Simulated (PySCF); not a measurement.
How well do the runs reproduce experiment for thioformaldehyde?

**What was measured.**

NIST CCCBDB Release 22 (SRD 101), experimental dipoles lists, for the gas: dipole moment 1.647 ± 0.0014 D.

The runs below try to reproduce these values; the comparison stands at the end.

Thioformaldehyde, CH2S.
Numbering: `[CH2:1]=[S:2]` (hydrogens: H3, H4 on C1)

Geometry (BHandHLYP/6-31+G*, Å), atoms numbered from 1 in this order:
```
atom  x, y, z in Å
C1    -0.1096    0.0049    0.0033
S2     1.4881   -0.0484    0.1350
H3    -0.6162    0.7651   -0.5780
H4    -0.7527   -0.7174    0.4903
```

The PySCF runs (gas phase, on this BHandHLYP/6-31+G* geometry; no spin–orbit coupling):

| level | job | basis functions | wall time |
| --- | --- | --- | --- |
| BHandHLYP/6-31+G*, grid level 1 | geometry optimisation from a GFN2-xTB start | 44 | 1.5 s |

Hardware: Arm Neoverse V2, one thread, no GPU (shared host).

All basis functions are spherical.

## Comparison

**Dipole moment.** Measured: 1.647 D (NIST CCCBDB Release 22 (SRD 101), experimental dipoles).

| level | computed (D) | computed − measured (D) | % (from the printed values) |
| --- | --- | --- | --- |
| BHandHLYP/6-31+G* | 1.975 | +0.328 | +20 |

The computed dipoles belong to one fixed geometry; measured ones are averaged over vibrations unless marked μe. Magnitudes are compared, not signs.

No measured geometry was used, and the causes of the misses weren't examined.
